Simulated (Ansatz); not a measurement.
**CH3FSi (SMILES C=[SiH]F): one structure at several levels**

A test off equilibrium: a frame of a short trajectory is computed at several levels, and each is set against CCSD(T).

Method: single points in def2-TZVPP; program: Ansatz 0.2.0, Gaussian basis.

Correlated methods freeze the cores.

### 1 The system as given

SMILES `C=[SiH]F`, 6 atoms, charge 0, spin multiplicity 1.

Atoms are counted from 1 here; the program's logs count them from 0.

Bond lengths: C1–Si2 1.640 Å, C1–H4 1.154 Å, C1–H5 1.101 Å, Si2–F3 1.629 Å, Si2–H6 1.489 Å. Angles: Si2–C1–H4 122.5°, Si2–C1–H5 121.3°, H4–C1–H5 112.8°, C1–Si2–F3 131.7°, C1–Si2–H6 115.8°, F3–Si2–H6 110.9°.

Geometry (Å):

```
C    -0.6996    0.3637   -0.5459
Si    0.5178   -0.1583    0.4219
F     1.0695   -1.6531    0.7591
H    -0.9824   -0.1704   -1.5291
H    -1.0541    1.4054   -0.5080
H     1.0377    0.8345    1.4026
```

### 2 PBE-D4/def2-TZVPP

The input, run/in.yaml:

```yaml
crystal:
  periodic: [false, false, false]
  atoms:
    - {symbol: C, position_ang: [-0.699606, 0.363689, -0.545942]}
    - {symbol: Si, position_ang: [0.517821, -0.158313, 0.421852]}
    - {symbol: F, position_ang: [1.069502, -1.653137, 0.759096]}
    - {symbol: H, position_ang: [-0.982398, -0.170366, -1.529115]}
    - {symbol: H, position_ang: [-1.054144, 1.405356, -0.507969]}
    - {symbol: H, position_ang: [1.037730, 0.834533, 1.402588]}
basis:
  gaussian: {orbitals: def2-TZVPP}
hamiltonian: {xc: pbe, dispersion: d4}
output: {forces: true}
```

The run is started by

```bash
$ ansatz run in.yaml --threads 2 --pin off --events-out ev --progress --plain --max-ram 3481MiB
```

Log:

```text
Functional definition: PBE
  name "PBE"
  cite "Perdew, Burke & Ernzerhof, Phys. Rev. Lett. 77, 3865 (1996) doi:10.1103/PhysRevLett.77.3865"
  parent pbe
  parameter kappa = 0.804
  parameter beta = 0.06672455060314922
  exchange = pbe_x(kappa = kappa, mu = beta*pi^2/3)
  correlation = pbe_c(beta = beta)
801 factors; their error is unknown
mean field evaluation 1: about -11660.2308 eV, gradient 7.7e1 eV
mean field evaluation 2: about -11619.8697 eV, gradient 1.2e2 eV
mean field evaluation 4: about -11672.7550 eV, gradient 2.4e1 eV
mean field evaluation 8: about -11673.8246 eV, gradient 6.7e-2 eV
mean field evaluation 16: about -11673.8045 eV, gradient 1.6e-4 eV
mean field -11673.80453932 eV, -429.0044040312 hartree, gradient 2.8e-5 eV, S^2 0.000000; 0 other end points of the search recorded, 0 dependent functions left out
the calculation of the forces begins
reference -11673.80457409 eV, -429.0044053089 hartree; 16, 16 occupied and 130, 130 virtual orbitals, 801 factors
Total energy: -11673.89289602 eV, -429.0076510798 hartree
Atom 0 at    -0.699606     0.363689    -0.545942 Å, force    -1.992309    -0.362985    -3.638496 eV/Å
Atom 1 at     0.517821    -0.158313     0.421852 Å, force     1.598502    -0.309281     2.192093 eV/Å
Atom 2 at     1.069502    -1.653137     0.759096 Å, force    -0.191573     0.652256    -0.486516 eV/Å
Atom 3 at    -0.982398    -0.170366    -1.529115 Å, force     0.029705     0.654611     1.646578 eV/Å
Atom 4 at    -1.054144     1.405356    -0.507969 Å, force     0.359984    -0.245454     0.084642 eV/Å
Atom 5 at     1.037730     0.834533     1.402588 Å, force     0.195691    -0.389148     0.201698 eV/Å
Dipole moment:     0.084718     0.151419    -0.022919 e Å
```

It took 2.4 s on 2 threads of Intel Xeon at 2.50GHz, shared host; peak memory 0.14 GiB.

### 3 r2SCAN-D4/def2-TZVPP

run/in.yaml, as its differences from that of step 2:

```diff
@@ -11,3 +11,3 @@
   gaussian: {orbitals: def2-TZVPP}
-hamiltonian: {xc: pbe, dispersion: d4}
+hamiltonian: {xc: r2scan, dispersion: d4}
 output: {forces: true}
```

The run is started by

```bash
$ ansatz run in.yaml --threads 2 --pin off --events-out ev --progress --plain --max-ram 3481MiB
```

Log (excerpt; [...] marks lines left out):

```text
Functional definition: r2SCAN
  name "r2SCAN"
  cite "Furness, Kaplan, Ning, Perdew & Sun, J. Phys. Chem. Lett. 11, 8208 (2020) doi:10.1021/acs.jpclett.0c02405"
  cite "Furness, Kaplan, Ning, Perdew & Sun, J. Phys. Chem. Lett. 11, 9248 (2020) doi:10.1021/acs.jpclett.0c03077"
  parent r2scan
[...]
801 factors; their error is unknown
[...]
mean field -11679.42679937 eV, -429.2110182769 hartree, gradient 5.7e-5 eV, S^2 0.000000; 0 other end points of the search recorded, 0 dependent functions left out
[...]
reference -11679.42680956 eV, -429.2110186516 hartree; 16, 16 occupied and 130, 130 virtual orbitals, 801 factors
Total energy: -11679.44674248 eV, -429.2117511727 hartree
Atom 0 at    -0.699606     0.363689    -0.545942 Å, force    -1.833688    -0.395476    -3.644128 eV/Å
Atom 1 at     0.517821    -0.158313     0.421852 Å, force     1.580711    -0.549676     2.266860 eV/Å
Atom 2 at     1.069502    -1.653137     0.759096 Å, force    -0.394468     1.205400    -0.630865 eV/Å
Atom 3 at    -0.982398    -0.170366    -1.529115 Å, force     0.063046     0.759483     1.854289 eV/Å
Atom 4 at    -1.054144     1.405356    -0.507969 Å, force     0.446505    -0.473213     0.070703 eV/Å
Atom 5 at     1.037730     0.834533     1.402588 Å, force     0.137894    -0.546518     0.083140 eV/Å
Dipole moment:     0.093230     0.151352    -0.019315 e Å
```

Wall time 4.7 s (2 threads of Intel Xeon at 2.50GHz, shared host); peak memory 0.16 GiB.

### 4 PBE0-D4/def2-TZVPP

run/in.yaml, as its differences from that of step 3:

```diff
@@ -11,3 +11,3 @@
   gaussian: {orbitals: def2-TZVPP}
-hamiltonian: {xc: r2scan, dispersion: d4}
-output: {forces: true}
+hamiltonian: {xc: pbe0, dispersion: d4}
+output: {forces: true, orbitals: {seedname: orbitals}}
```

The run is started by

```bash
$ ansatz run in.yaml --threads 2 --pin off --events-out ev --progress --plain --max-ram 3481MiB
```

Log (excerpt; [...] marks lines left out):

```text
Functional definition: PBE0
  name "PBE0"
  cite "Adamo & Barone, J. Chem. Phys. 110, 6158 (1999) doi:10.1063/1.478522"
[... 2 set-up lines as earlier in the session ...]
[...]
804 factors; their error is unknown
[...]
mean field -11674.58792293 eV, -429.0331928476 hartree, gradient 2.1e-5 eV, S^2 0.000000; 0 other end points of the search recorded, 0 dependent functions left out
[...]
reference -11674.58794883 eV, -429.0331937996 hartree; 16, 16 occupied and 130, 130 virtual orbitals, 804 factors
Total energy: -11674.66114451 eV, -429.0358836911 hartree
Atom 0 at    -0.699606     0.363689    -0.545942 Å, force    -1.759503    -0.406207    -3.655028 eV/Å
Atom 1 at     0.517821    -0.158313     0.421852 Å, force     1.493066    -0.609453     2.233087 eV/Å
Atom 2 at     1.069502    -1.653137     0.759096 Å, force    -0.409287     1.278626    -0.643973 eV/Å
Atom 3 at    -0.982398    -0.170366    -1.529115 Å, force     0.079484     0.758733     1.890151 eV/Å
Atom 4 at    -1.054144     1.405356    -0.507969 Å, force     0.444715    -0.481747     0.098174 eV/Å
Atom 5 at     1.037730     0.834533     1.402588 Å, force     0.151526    -0.539952     0.077590 eV/Å
Dipole moment:     0.102032     0.164197    -0.015091 e Å
```

It took 3.6 s on 2 threads of Intel Xeon at 2.50GHz, shared host; peak memory 0.23 GiB.

The fields below are evaluated on a grid from the run's orbitals.

Frontier orbitals at PBE0-D4/def2-TZVPP, with the share of their density that lies nearest to each atom:

| orbital | energy (eV) | lies on |
| --- | --- | --- |
| HOMO | -6.85 | C1 52 %; Si2 27 %; H4, H5 about 7 % each |
| LUMO | -1.27 | Si2 44 %; C1 16 %; F3 15 % |

ELF in a plane through or near 6 of the atoms.

Ten even steps from ' ' (0.00) to '@' (1.00):
```
                                                        
                                                        
                  ....                                  
            ::++%%%%@@##--                              
            **%%@@@@@@@@**..        ....                
          --@@@@@@@@@@@@%%::    ..==####**--            
          ==@@@@@@@@@@@@%%::  ..++%%@@@@@@##..          
          ..##@@@@@@@@@@**::..--##@@@@@@@@%%::          
            ..==##%%==......****##@@@@@@%%**..          
              ......==%%**::%%++::==####++::            
          ..----==--==##**::%%==##--****==::            
        ::==##%%####--  ..--##**++%%@@@@##++..          
      ..--**%%**::**##--..::==++##@@@@@@@@%%--          
        ::++%%%%##%%**--    ..::**@@@@@@@@%%::          
        ..::++######==..      ..--##@@%%%%**            
            ::------..            ::====::              
              ......                                    
                                                        
                                                        
                                                        
```
The map spans 9.0 Å across and 7.9 Å up, centred on the molecule. Atoms in the plane (x, y in Å): C1 (0.9, -0.1), Si2 (-0.7, 0.0), F3 (-1.9, -1.1), H4 (1.5, -1.0), H5 (1.5, 0.8), H6 (-1.3, 1.4).

On the surface of density 0.002 e/bohr³ the electrostatic potential runs, from the 1st to the 99th percentile, from -0.86 V near C1 to 1.77 V near Si2.

### 5 wB97M-V/def2-TZVPP

run/in.yaml, as its differences from that of step 4:

```diff
@@ -11,3 +11,3 @@
   gaussian: {orbitals: def2-TZVPP}
-hamiltonian: {xc: pbe0, dispersion: d4}
-output: {forces: true, orbitals: {seedname: orbitals}}
+hamiltonian: {xc: {name: wB97M-V}}
+output: {forces: true}
```

The run is started by

```bash
$ ansatz run in.yaml --threads 2 --pin off --events-out ev --progress --plain --max-ram 3481MiB
```

Log (excerpt; [...] marks lines left out):

```text
Functional definition: wB97M-V
  name "wB97M-V"
  cite "Mardirossian & Head-Gordon, J. Chem. Phys. 144, 214110 (2016) doi:10.1063/1.4952647"
  cite "Becke, J. Chem. Phys. 107, 8554 (1997) doi:10.1063/1.475007"
  cite "Vydrov & Van Voorhis, J. Chem. Phys. 133, 244103 (2010) doi:10.1063/1.3521275"
  # Of w^i u^j: cxij and so on, Table III.
[...]
  gx(w, u) = 1 - cx + cx01*u + cx10*w
  gss(w, u) = css00 + css04*u^4 + css10*w + css20*w^2 + css43*w^4*u^3
  gos(w, u) = cos00 + cos10*w + (cos20 + cos21*u)*w^2 + (cos60 + cos61*u)*w^6
[...]
      + integral(e_c_pw_mod_opposite_spin*gos(b97_w_opposite, b97_u_opposite)) + vv10(b, c)
804 factors; their error is unknown
181 factors; integrals over basis functions are off by at most 1.1e-5 eV
[...]
mean field -11680.11044043 eV, -429.2361416226 hartree, gradient 5.8e-5 eV, S^2 0.000000; 0 other end points of the search recorded, 0 dependent functions left out
[...]
reference -11680.11048149 eV, -429.2361431315 hartree; 16, 16 occupied and 130, 130 virtual orbitals, 804 factors
Total energy: -11680.11048149 eV, -429.2361431315 hartree
Atom 0 at    -0.699606     0.363689    -0.545942 Å, force    -1.626970    -0.403226    -3.588158 eV/Å
Atom 1 at     0.517821    -0.158313     0.421852 Å, force     1.329256    -0.352783     2.211938 eV/Å
Atom 2 at     1.069502    -1.653137     0.759096 Å, force    -0.356815     1.181173    -0.614231 eV/Å
Atom 3 at    -0.982398    -0.170366    -1.529115 Å, force     0.091742     0.772853     1.923798 eV/Å
Atom 4 at    -1.054144     1.405356    -0.507969 Å, force     0.454403    -0.545407     0.104672 eV/Å
Atom 5 at     1.037730     0.834533     1.402588 Å, force     0.108383    -0.652610    -0.038019 eV/Å
Dipole moment:     0.124776     0.152572    -0.005197 e Å
```

Run time: 9.1 s. Hardware: 2 threads of Intel Xeon at 2.50GHz, shared host; peak memory 0.33 GiB.

### 6 CCSD(T)/def2-TZVPP

run/in.yaml, as its differences from that of step 5:

```diff
@@ -11,3 +11,3 @@
   gaussian: {orbitals: def2-TZVPP}
-hamiltonian: {xc: {name: wB97M-V}}
+correlation: {method: ccsd_t}
 output: {forces: true}
```

The run is started by

```bash
$ ansatz run in.yaml --threads 2 --pin off --events-out ev --progress --plain --max-ram 3481MiB
```

Log (excerpt; [...] marks lines left out):

```text
Functional definition: HF
  name "HF"
  cite "Fock, Z. Phys. 61, 126 (1930) doi:10.1007/BF01340294"
[... 1 set-up line as earlier in the session ...]
[...]
871 factors; integrals over basis functions are off by at most 9.0e-4 eV
[...]
mean field -11647.53078906 eV, -428.0388615180 hartree, gradient 8.1e-6 eV, S^2 0.000000; 0 other end points of the search recorded, 0 dependent functions left out
7 core orbitals not correlated: weight in the atoms' cores, before any rotation towards them, 1.000 or more for the frozen orbitals, at most 0.000 for the correlated occupied ones
reference -11647.53078906 eV, -428.0388615180 hartree; 9, 9 occupied and 130, 130 virtual orbitals, 871 factors
second order -14.63770053 eV of doubles, -0.00000000 eV of singles
cycle   1  -14.78435869 eV  change   -1.5e-1 eV  update   8.8e-2
[...]
cycle  12  -15.23105938 eV  change   -5.4e-6 eV  update   3.4e-6
perturbative correction -0.57175077 eV, -0.0210114533 hartree
[...]
working
Total energy: -11663.33359921 eV, -428.6196040795 hartree
Atom 0 at    -0.699606     0.363689    -0.545942 Å, force    -2.166708    -0.247617    -3.898504 eV/Å
Atom 1 at     0.517821    -0.158313     0.421852 Å, force     1.926980    -0.670174     2.537289 eV/Å
Atom 2 at     1.069502    -1.653137     0.759096 Å, force    -0.410501     1.250019    -0.628921 eV/Å
Atom 3 at    -0.982398    -0.170366    -1.529115 Å, force     0.082028     0.745504     1.864431 eV/Å
Atom 4 at    -1.054144     1.405356    -0.507969 Å, force     0.469514    -0.478724     0.099817 eV/Å
Atom 5 at     1.037730     0.834533     1.402588 Å, force     0.098686    -0.599007     0.025888 eV/Å
Dipole moment:     0.093761     0.156462    -0.013830 e Å
```

Wall time 2.4 min (2 threads of Intel Xeon at 2.50GHz, shared host); peak memory 1.5 GiB.

### 7 The levels compared

| method | RMS force component (eV/Å) | RMS error against CCSD(T) (eV/Å) | angle to CCSD(T) forces (°) | dipole (D) |
| --- | --- | --- | --- | --- |
| PBE-D4 | 1.271 | 0.248 | 7.5 | 0.84 |
| r2SCAN-D4 | 1.323 | 0.152 | 3.8 | 0.86 |
| PBE0-D4 | 1.319 | 0.174 | 5.0 | 0.93 |
| wB97M-V | 1.283 | 0.236 | 7.2 | 0.95 |
| CCSD(T) | 1.444 | reference | reference | 0.88 |

Energy less the free neutral atoms in their ground states at the same level (atoms from separate runs):

| method | rung | energy less atoms (kcal/mol) | from CCSD(T) (kcal/mol) |
| --- | --- | --- | --- |
| PBE-D4 | GGA | -515.1 | -21.6 |
| r2SCAN-D4 | meta-GGA | -508.4 | -14.9 |
| PBE0-D4 | hybrid | -503.1 | -9.6 |
| wB97M-V | range-separated hybrid | -508.1 | -14.6 |
| Hartree-Fock | wavefunction | -366.7 | +126.8 |
| MP2 | wavefunction | -503.5 | -10.0 |
| CCSD | wavefunction | -485.3 | +8.2 |
| CCSD(T) | wavefunction | -493.5 | 0 |

What each level took, beside its miss in the forces (shared host):

| method | time | RMS force error (eV/Å) |
| --- | --- | --- |
| PBE-D4 | 2.4 s | 0.248 |
| r2SCAN-D4 | 4.7 s | 0.152 |
| PBE0-D4 | 3.6 s | 0.174 |
| wB97M-V | 9.1 s | 0.236 |
| CCSD(T) | 2.4 min | 0 |

### 8 What came out

```
                                  quantity                                                             value
energy less free atoms, CCSD(T)/def2-TZVPP                                                   -493.5 kcal/mol
                       RMS force component                              1.271 to 1.444 eV/Å over the methods
                           RMS force error  PBE-D4 0.248, r2SCAN-D4 0.152, PBE0-D4 0.174, wB97M-V 0.236 eV/Å
                    HOMO and LUMO, PBE0-D4                                                -6.85 and -1.27 eV
                             T1 diagnostic                                                             0.014
```

In words: Against CCSD(T) the functionals' energies less atoms differ by -21.6 to -9.6 kcal/mol, PBE-D4 by -21.6 kcal/mol. The reference is not at the basis limit: in triple zeta CCSD(T) underbinds, which counts against methods that bind more; the gaps are no ranking. On forces the order runs from r2SCAN-D4 to PBE-D4. Frozen-core CCSD(T) forces in triple zeta carry basis errors of their own, and this is one geometry, so small gaps rank nothing.
